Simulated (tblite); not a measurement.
Compound: C3H6F2O.
SMILES with atom numbers: `[CH3:1][CH2:2][O:3][CH:4]([F:5])[F:6]` (hydrogens: H7, H8, H9 on C1; H10, H11 on C2; H12 on C4)

Computed with GFN2-xTB (tblite), gas phase: Langevin dynamics at 600 K from the optimised GFN2-xTB geometry, time step 0.5 fs, friction 0.01 fs⁻¹, 2000 steps. The instantaneous temperature is 2·E(kin)/(3Nk) with all 3N coordinates.

```
t (fs)  T (K)  E(pot) above start (eV)  C1–C2 (Å)  C2–O3 (Å)  O3–C4 (Å)  C4–F5 (Å)  C4–F6 (Å)  C1–H7 (Å)  C1–C2–O3–C4 (°)
     0    523                    0.000      1.517      1.430      1.341      1.366      1.338      1.086             -173
    25    364                    0.599      1.566      1.413      1.415      1.344      1.354      1.070             -176
    50    554                    0.518      1.489      1.388      1.391      1.354      1.359      1.149              178
    75    521                    0.601      1.532      1.450      1.305      1.366      1.354      1.126              163
   100    508                    0.645      1.571      1.465      1.278      1.377      1.288      1.076              154
   125    409                    0.823      1.499      1.530      1.330      1.364      1.454      1.075              154
   150    482                    0.488      1.495      1.415      1.337      1.318      1.391      1.128              157
   175    615                    0.487      1.545      1.473      1.330      1.395      1.336      1.120              153
   200    616                    0.502      1.545      1.442      1.328      1.367      1.351      1.036              153
   225    502                    0.788      1.466      1.464      1.344      1.302      1.476      1.114              175
   250    619                    0.702      1.455      1.497      1.335      1.352      1.326      1.146             -171
   275    696                    0.662      1.501      1.417      1.352      1.359      1.324      1.071             -147
   300    708                    0.956      1.531      1.456      1.338      1.380      1.433      1.039             -127
   325    797                    0.891      1.636      1.425      1.318      1.425      1.375      1.138              -94
   350    868                    0.663      1.559      1.444      1.400      1.326      1.327      1.179              -91
   375    782                    0.618      1.523      1.442      1.374      1.352      1.343      1.068              -63
   400    741                    0.830      1.511      1.558      1.324      1.459      1.389      1.020              -30
   425    614                    0.871      1.499      1.455      1.298      1.318      1.387      1.134              -13
   450    990                    0.548      1.591      1.459      1.312      1.372      1.404      1.078                1
   475    652                    0.833      1.508      1.534      1.317      1.393      1.336      1.003               11
   500    741                    0.825      1.427      1.461      1.350      1.343      1.410      1.069               14
   525    742                    0.644      1.506      1.506      1.309      1.340      1.467      1.154               27
   550    787                    0.618      1.520      1.499      1.322      1.391      1.326      1.130               -4
   575    601                    0.871      1.534      1.358      1.338      1.417      1.366      1.052              -27
   600    592                    0.946      1.599      1.445      1.342      1.334      1.463      1.093              -28
   625    608                    0.950      1.551      1.412      1.293      1.426      1.397      1.089              -45
   650    504                    0.801      1.530      1.539      1.283      1.439      1.282      1.069              -52
   675    606                    0.466      1.512      1.496      1.323      1.418      1.414      1.099              -38
   700    346                    0.813      1.470      1.412      1.337      1.261      1.359      1.140              -33
   725    506                    0.532      1.576      1.440      1.370      1.424      1.332      1.060              -30
   750    403                    0.672      1.617      1.396      1.354      1.430      1.337      1.028              -27
   775    542                    0.399      1.554      1.449      1.353      1.376      1.403      1.115              -24
   800    296                    0.339      1.510      1.461      1.337      1.358      1.358      1.116              -35
   825    449                    0.251      1.528      1.456      1.335      1.372      1.362      1.094              -66
   850    378                    0.372      1.569      1.490      1.275      1.373      1.440      1.049              -64
   875    420                    0.419      1.549      1.443      1.252      1.392      1.374      1.110              -62
   900    434                    0.229      1.553      1.443      1.333      1.387      1.321      1.159              -79
   925    422                    0.361      1.482      1.491      1.372      1.305      1.394      1.050              -98
   950    569                    0.310      1.545      1.393      1.371      1.376      1.340      1.027             -111
   975    547                    0.668      1.620      1.444      1.367      1.379      1.354      1.148             -126
  1000    679                    0.476      1.566      1.421      1.339      1.355      1.364      1.159             -144
```

Q: From 500 fs on, how do temperature and potential energy compare with equipartition?

A: The mean temperature of these 21 frames is 532 K against the target 600 K, and the mean potential energy 0.57 eV against 30 × kT/2 = 0.78 eV for 30 classical harmonic modes. For 12 atoms in a canonical ensemble the temperature itself scatters by T·√(2/(3N)) = 141 K; here its standard deviation is 132 K. The whole run lasts only 10 friction times of 100 fs, so these averages carry a wide statistical error.

Q: What are the kinetic and total energies of the listed frame with the highest potential energy?

A: The one at 300 fs, 0.956 eV above the start. Its kinetic energy is 3NkT/2 = 1.098 eV at 708 K, so the sum is 2.05 eV; over the listed frames the sum runs from 0.80 to 2.13 eV, since the thermostat adds and removes energy.

Q: How much do the listed bonds fluctuate from 500 fs on?

A: 
| bond | at the start (Å) | mean (Å) | standard deviation (Å) |
| --- | --- | --- | --- |
| C1–C2 | 1.517 | 1.539 | 0.046 |
| C2–O3 | 1.430 | 1.450 | 0.042 |
| O3–C4 | 1.341 | 1.331 | 0.032 |
| C4–F5 | 1.366 | 1.376 | 0.043 |
| C4–F6 | 1.338 | 1.374 | 0.046 |
| C1–H7 | 1.086 | 1.096 | 0.042 |

The motion is classical and holds no zero-point motion.

The cost below is that of the whole dynamics run. Hardware: Arm Neoverse V1, one thread, no GPU (shared host). Cost: 7.4 s wall, 0.18 GiB resident at most.
